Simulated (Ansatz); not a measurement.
# CH₂N (doublet): wave-function methods side by side at a displaced geometry (v1), cc-pVDZ

An exercise on one series of results from a longer session: the logs are not shown, and one member is left open.

Computed with Ansatz 0.2.0, Gaussian basis. Level: cc-pVDZ, core rule «outside noble gas», up to 2 orbitals frozen.

Plan: UHF; CCSD(T) on ROHF; CCSD(T) on UHF; BCCD(T) on ROHF; CISD as a restricted active space (open shells left free, so some higher excitations enter); CCSDT(Q) on ROHF; CCSDT(Q) on UHF; CASSCF and MRCISD+Q, 11 electrons in 10 orbitals; CASSCF and NEVPT2, 11 electrons in 10 orbitals.

25 further runs of the same task are left out: 11 that didn't finish, 14 set aside as unsound or not needed. Runs told in other sessions of the task aren't counted.

## The geometry

The geometry is a PBE0/def2-TZVP stationary point (not a proven minimum) with its atoms shifted at random (size 0.040 Å).

4 atoms, charge 0, spin multiplicity 2.

Atoms are counted from 1 here; the program's logs count them from 0.

Bond lengths: N1–C2 1.232 Å, N1–H3 1.014 Å, C2–H4 1.111 Å. Angles: C2–N1–H3 115.6°, N1–C2–H4 126.4°.

Set-up of the first run:

in.yaml

```yaml
crystal:
  periodic: [false, false, false]
  atoms:
    - {symbol: N, position_ang: [0.000663, -0.165961, 0.555721]}
    - {symbol: C, position_ang: [-0.000170, 0.184950, -0.625027]}
    - {symbol: H, position_ang: [0.047794, 0.584489, 1.236633]}
    - {symbol: H, position_ang: [-0.054983, -0.482115, -1.511263]}
basis:
  gaussian: {orbitals: cc-pVDZ}
magnetization: {spin_polarized: true, initial_magnetization: 1}
hamiltonian: {xc: hf}
output: {orbitals: {seedname: orbitals}}
```

Started as:

```console
> ansatz run in.yaml --threads 1 --pin off --events-out ev --progress --plain --max-ram 2393MiB
```

Steps of the session up to this table: UHF; CCSD(T) on ROHF; CCSD(T) on UHF; BCCD(T) on ROHF; CISD as a restricted active space (open shells left free, so some higher excitations enter); CCSDT(Q) on ROHF; CCSDT(Q) on UHF; CASSCF and MRCISD+Q, 11 electrons in 10 orbitals; CASSCF and NEVPT2, 11 electrons in 10 orbitals.

One table of the session follows, with a row left open; its other results are not shown here.

It belongs to the step «Misses and costs». 

```
          method  from UCCSDT(Q) (meV)
            ROHF               +8533.0
             UHF               +8390.6
            RMP2                +886.4
            UMP2               +1052.7
            CISD                +951.1
           RCCSD                +343.4
           UCCSD                +339.0
        RCCSD(T)                 +45.8
        UCCSD(T)                 +52.5
         BCCD(T)                 +47.9
          RCCSDT                 +27.4
          UCCSDT                 +26.5
       RCCSDT(Q)                  +3.4
       UCCSDT(Q)                     0
  CASSCF valence               +5013.8
  NEVPT2 valence                +941.1
  MRCISD valence                     ?
MRCISD+Q valence                 +25.0
```

**Question.** Estimate the row for MRCISD valence.

The run gave: from UCCSDT(Q) (meV): +291.4. In the column «from UCCSDT(Q) (meV)» it lies between UCCSD(T) (+52.5) and UCCSD (+339.0).

Caveats from the session: Restricted and unrestricted rows rest on different reference determinants; a gap between their highest levels can come from leftover correlation error, from unlike frozen cores or from another state.
